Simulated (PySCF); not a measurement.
Two-photon absorption: SMILES C=C/C=C/OC, C5H8O

Geometry:
```
atom   x (Å)   y (Å)   z (Å)
  C1  -1.997   0.670  -2.146
  C2  -1.666   0.392  -0.876
  C3  -0.324   0.113  -0.408
  C4  -0.064  -0.158   0.888
  O5   1.115  -0.431   1.456
  C6   2.250  -0.448   0.634
  H7  -3.030   0.872  -2.436
  H8  -1.241   0.704  -2.937
  H9  -2.459   0.369  -0.117
 H10   0.482   0.130  -1.147
 H11  -0.866  -0.177   1.633
 H12   3.107  -0.688   1.276
 H13   2.164  -1.213  -0.158
 H14   2.417   0.535   0.157
```

Theory: TDDFT CAM-B3LYP/def2-TZVPD excited states, vertical, gas phase (PySCF 2.14.0). Geometry: PBE0-D3(BJ)/def2-SVP.

**Question.** How strongly do the lowest singlets absorb one photon, and two photons of half the energy?

**Answer.** δ for parallel linear polarisation; σ at the peak of a Lorentzian of half width 0.1 eV, single beam; Ω is circular over linear.
```
state  E (eV)      f  photon λ (nm)  δ (au)  σ (GM)     Ω                                main
   S1    5.55  0.724            447     212    2.39  0.68                      HOMO→LUMO 0.97
   S2    5.60  0.002            443    74.9    0.86  1.50  HOMO→LUMO+1 0.80, HOMO→LUMO+3 0.12
   S3    5.80  0.000            428    2.73    0.03  1.50                    HOMO→LUMO+2 0.93
   S4    6.14  0.031            404    28.3    0.39  1.50  HOMO→LUMO+3 0.78, HOMO→LUMO+1 0.09
   S5    6.66  0.003            372    45.9    0.75  1.50                    HOMO→LUMO+4 0.83
   S6    6.68  0.005            371     617   10.10  0.70                    HOMO→LUMO+7 0.95
```

Among these, the strongest one-photon state is S1, the strongest two-photon state S6, with a dipole change of 0.3 D (relaxed, norm of the difference vector).
